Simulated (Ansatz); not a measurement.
A made-up structure of CH2BO (charge -1), singlet:

| atom | x (Å) | y (Å) | z (Å) |
| --- | --- | --- | --- |
| B1 | -0.9767 | 0.6866 | -0.5419 |
| C2 | -0.0203 | -0.2392 | 0.0905 |
| O3 | 0.9438 | -1.2238 | 0.7486 |
| H4 | -1.8470 | 1.5121 | -1.1107 |
| H5 | 1.9001 | -0.7357 | 0.8135 |

It is relaxed with PBE-D4/def2-SVPD and then PBE0-D4/def2-TZVPD (Ansatz 0.2.0). Atoms count as bonded within 1.22 times the sum of their covalent radii (H–H: 0.88 Å). The end point is not checked to be a true minimum.

(1) Does its bonding change? (A judgement: the text doesn't fix the answer.)

Results:

(1) Computed: No: no bond forms or breaks.

Where it ends: The first stage lowers the energy by 1.13 eV in 17 steps. It ends as CH₂BO ([BH][C][OH]), total charge -1:
```tsv
atom	x (Å)	y (Å)	z (Å)
B1	-0.8719	0.6133	-0.4838
C2	-0.0186	-0.2127	0.0826
O3	0.8416	-1.0911	0.6723
H4	-1.6489	1.3494	-0.9928
H5	1.6977	-0.6588	0.7218
```

Labels in which every atom is bracketed show which atoms are joined, not bond orders.

For scale, one of the runs: PBE0-D4/def2-TZVPD relaxation, 132 basis functions, launched by `ansatz run in.yaml --threads 2 --pin off --events-out ev --progress --plain --max-ram 4352MiB`. Hardware: 2 CPU threads of an Arm Neoverse V1, shared host. Wall time about 14 s.
